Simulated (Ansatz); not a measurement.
Isolated molecules relaxed with PBE0-D4/def2-TZVP in Ansatz; ΔE leaves out vibrations. CCSD(T)/CBS is the MP2 limit (def2-TZVPP, def2-QZVPP) plus CCSD(T) − MP2 in def2-TZVPP, frozen cores. This one scheme is used for every species. Functionals use def2-TZVPP. Each species was taken in one conformer, which may not be the lowest.

`[AlH2][SiH2]S` + `CCl` → `[AlH2][CH2]Cl` + `[SiH3]S`  (formal exchange of groups at the Al–Si bond)

| level | ΔE (eV) |
| --- | --- |
| PBE-D4 | 0.25 |
| r2SCANh-D4 | 0.17 |
| ωB97M-V | 0.07 |
| BLYP | 0.14 |
| r2SCAN0 | 0.17 |
| SCS-MP2/def2-QZVPP | 0.07 |
| HF/CBS(def2) | 0.11 |
| CCSD/CBS(def2) | 0.13 |

Problem. What does CCSD(T)/CBS give? (Best estimate.)

Solution. The calculation gave: +0.14 eV. The listed levels differ from it by 0.11, 0.03, -0.07, 0.00, 0.03, -0.07, -0.03, -0.01 eV.

Largest T1 diagnostic among the species: 0.012.

Leaving LDA and LC-ωPBE aside and taking each functional with its dispersion term where it has one, the values spread over 0.18 eV, from ωB97M-V to PBE-D4. LDA lies −0.04 eV from PBE without D4.
